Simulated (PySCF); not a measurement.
# C2H3N: core ionisation energies

2H-azirine, C2H3N.
Atom-mapped SMILES: `[CH:1]1=[N:2][CH2:3]1`

Theory: delta-SCF UKS SCAN, pcX-2 on the ionised atom, pcseg-1 elsewhere, spin-free X2C in PySCF. These are vertical core ionisation energies against the vacuum level, from separate self-consistent calculations with and without the core hole.

Problem. Give the core binding energies atom by atom.

Solution. 
```
atom(s)                 bonded to  level  binding energy (eV)  above the level's lowest (eV)  count
     C1  N (double bond), C and H   C 1s               292.63                          +0.69      1
     N2     C (double bond) and C   N 1s               405.61                           0.00      1
     C3              N, C and 2 H   C 1s               291.94                           0.00      1
```

The listed C 1s values span 0.69 eV, from C3 (bonded to N, C and 2 H) to C1 (bonded to N (double bond), C and H). Summing the Pauling electronegativity differences to the bonded atoms, each weighted by its formal bond order, gives -0.21 for the lowest site and +0.63 for the highest.

Problem. Which photon energy gives electrons from C 1s of C3 a kinetic energy of 200 eV, and what is their de Broglie wavelength?

Solution. hν = 291.94 + 200 = 491.94 eV, recoil neglected; λ = 12.264 Å/√(E/eV) = 0.87 Å.

Spin contamination (⟨S²⟩ against 0.75 for a pure doublet) is marked for C 1s of C1 (0.91), which makes this value less certain. Geometry: PBE0-D3(BJ)/def2-SVP; no solvent, vibrations or thermal averaging.
